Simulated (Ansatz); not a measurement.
**Be₂Cd: from a trial structure to a relaxed crystal**

Level of theory: Ansatz 0.2.0, DFT PBE, scalar-relativistic, plane waves, PAW. Cutoff 420 eV, Γ-centred k mesh, Gaussian smearing, no spin polarisation in the final step.

The start puts Be₂Cd on the AlB2 structure type (P6/mmm, No. 191), with Cd in place of Al, Be in place of B, at a guessed volume.

```xyz
3
Lattice="3.3950 0.0000 0.0000 -1.6975 2.9402 0.0000 0.0000 0.0000 3.6657" Properties=species:S:1:pos:R:3 pbc="T T T"
Be    0.0000    1.9601    1.8329
Be    1.6975    0.9801    1.8329
Cd    0.0000    0.0000    0.0000
```

Cell and atoms relax at zero pressure; the relaxation can't lower the symmetry of the start. After a coarse first stage the cell is made exact in the group found at 0.06 Å.

Energies over the elements count from the elements' standard structures at the same level, with no empirical corrections.

What does it relax into?

It keeps P6/mmm (No. 191), but not the shape of the type it started on. Conventional cell: a = 3.989 Å, c = 2.881 Å. Be is coordinated by 3 Be at 2.30 Å, 6 Cd at 2.72 Å and 2 Be at 2.88 Å; Cd has 12 Be at 2.72 Å and 2 Cd at 2.88 Å.

Space group P6/mmm (No. 191). a = 3.989 Å, b = 3.989 Å, c = 2.881 Å, α = 90.00°, β = 90.00°, γ = 120.00°
| atom | site | symmetry | x | y | z |
| --- | --- | --- | --- | --- | --- |
| Be | 2d | -6m2 | 0.3333 | 0.6667 | 0.5000 |
| Cd | 1a | 6/mmm | 0.0000 | 0.0000 | 0.0000 |

What are its volume, energy, density and gap?

The volume per atom is 13.24 Å³ and the density is 5.46 g/cm³. The energy over the elements is 0.54 eV/atom and the gap on the 12×12×16 mesh is 0 eV (a metal).

The final run used a 12×12×16 mesh on its 3-atom cell and 0.10 eV smearing. The k mesh leaves about 4 meV/atom of noise in metals. Symmetry constrained the relaxation, so the result can be a saddle point.

Cost: 3 runs of about 0.47 core-minutes in all, on Intel Xeon (Ice Lake) (shared hosts).